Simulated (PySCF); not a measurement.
Species: H2O.
Cartesian coordinates in Å at the PBE0-D3(BJ)/def2-SVP level; atoms count from 1:
```xyz
3
H2O angstrom
O      0.0059    0.3869    0.0028
H     -0.7542   -0.2036   -0.0136
H      0.7544   -0.2182   -0.0084
```

Theory: PBE0-D3(BJ)/def2-SVP geometry optimisation, gas phase (PySCF).

Take the most abundant isotopes and a rigid rotor. 

(1) What are A, B and C (MHz)?

(2) What kind of rotor is it?

(3) Predict some low-J microwave lines.

Results:

(1) Ia = 0.64, Ib = 1.15, Ic = 1.79 u·Å²; 505379 MHz·u·Å²/I gives A = 789547, B = 440600, C = 282791 MHz.

(2) An asymmetric top: κ = (2 × 440600 − 789547 − 282791)/(789547 − 282791) = -0.38.

(3) The dipole components are |μa| = 0.00 D, |μb| = 2.03 D, |μc| = 0.00 D; the symmetry axis of this C2v structure is b, so μa and μc vanish by symmetry and there are no a-type or c-type lines. Some lines, for components of 0.1 D or more:

| type | branch | J(Ka,Kc) | MHz | lower level (cm⁻¹) |
| --- | --- | --- | --- | --- |
| b | Q | 1(1,0) ← 1(0,1) | 506756 | 24.130 |
| b | Q | 2(1,1) ← 2(0,2) | 707160 | 70.968 |
| b | R | 2(0,2) ← 1(1,1) | 1055241 | 35.769 |
| b | Q | 3(1,2) ← 3(0,3) | 1065808 | 138.245 |
| b | Q | 2(2,0) ← 2(1,1) | 1089435 | 94.557 |
| b | Q | 4(1,3) ← 4(0,4) | 1585498 | 224.288 |
| b | Q | 5(3,2) ← 5(2,3) | 1638858 | 447.709 |
| b | Q | 3(2,2) ← 3(1,3) | 1780805 | 142.463 |
| b | Q | 4(3,1) ← 4(2,2) | 1805478 | 314.232 |
| b | Q | 4(2,3) ← 4(1,4) | 2130021 | 226.209 |
| b | R | 5(2,3) ← 4(3,2) | 2246265 | 372.782 |
| b | Q | 4(3,2) ← 4(2,3) | 2264142 | 297.259 |
| b | R | 4(0,4) ← 3(1,3) | 2453024 | 142.463 |
| b | Q | 4(4,0) ← 4(3,1) | 2888441 | 374.456 |
| b | R | 5(1,4) ← 4(2,3) | 3150015 | 297.259 |
| b | Q | 5(5,0) ← 5(4,1) | 3754723 | 594.871 |
| b | Q | 5(5,1) ← 5(4,2) | 3764103 | 594.554 |
| b | R | 3(3,1) ← 2(2,0) | 4290659 | 130.896 |
| b | R | 4(4,0) ← 3(3,1) | 5899523 | 274.017 |
| b | R | 5(5,1) ← 4(4,0) | 7474022 | 470.804 |

Stationary, but not proved a minimum. Zero-point vibration and centrifugal distortion are left out.
